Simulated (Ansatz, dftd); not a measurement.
Reaction: BHCl2 (SMILES ClBCl) → BCl2 (SMILES Cl[B]Cl, doublet) + H (doublet) (the B-H bond breaks)
Each species at its own B3LYP-D3(BJ)/def2-TZVP minimum (Ansatz, a program for electronic structure).

Property: bond dissociation energy (electronic), in kcal/mol. Radicals and triplets start from unrestricted determinants; spin-orbit coupling is neglected. Correlated methods leave the cores frozen. Rows without X2C or -DK are non-relativistic. CBS(X,Y): correlation extrapolated as X^-3, Hartree-Fock from the larger set (Q,5: extrapolated as (X+1)exp(-9√X)). A bracket is a step between two methods taken in the basis named. The functionals are non-relativistic, so their misses hold any scalar relativity. Double hybrids freeze cores in their MP2 part. '+ core + X2C': CCSD(T) terms for core correlation (cc-pwCVTZ, 1s frozen past Ne) and scalar relativity (cc-pVTZ-DK). Where a partner has so few electrons that a lower coupled-cluster level is exact, that level stands in.

```json
[
 {"level": "PBE-D4/def2-TZVPD", "program": "Ansatz + dftd4", "bond dissociation energy (kcal/mol)": "104.0", "difference against the last row": "-5.8"},
 {"level": "PBE/def2-TZVPD", "program": "Ansatz", "bond dissociation energy (kcal/mol)": "103.8", "difference against the last row": "-6.0"},
 {"level": "B3LYP-D3(BJ)/def2-TZVPD", "program": "Ansatz + dftd3", "bond dissociation energy (kcal/mol)": "108.3", "difference against the last row": "-1.5"},
 {"level": "PBE0/def2-TZVPD", "program": "Ansatz", "bond dissociation energy (kcal/mol)": "105.0", "difference against the last row": "-4.8"},
 {"level": "B2PLYP-D3(BJ)/def2-TZVPD", "program": "Ansatz + dftd3", "bond dissociation energy (kcal/mol)": "107.8", "difference against the last row": "-2.0"},
 {"level": "B2PLYP/def2-TZVPD", "program": "Ansatz", "bond dissociation energy (kcal/mol)": "107.6", "difference against the last row": "-2.2"},
 {"level": "MP2/CBS(cc-pV(Q+d)Z,cc-pV(5+d)Z)", "program": "Ansatz", "bond dissociation energy (kcal/mol)": "108.6", "difference against the last row": "-1.2"},
 {"level": "CCSDT(Q)/cc-pV(D+d)Z", "program": "Ansatz", "bond dissociation energy (kcal/mol)": "105.2", "difference against the last row": "-4.6"},
 {"level": "CCSDT(Q)/cc-pV(T+d)Z", "program": "Ansatz", "bond dissociation energy (kcal/mol)": "108.7", "difference against the last row": "-1.1"},
 {"level": "CCSD(T)/CBS(cc-pV(Q+d)Z,cc-pV(5+d)Z) + [CCSDT(Q) - CCSD(T)]/cc-pV(T+d)Z + core + X2C", "program": "Ansatz", "bond dissociation energy (kcal/mol)": "109.8", "difference against the last row": "0.0"}
]
```
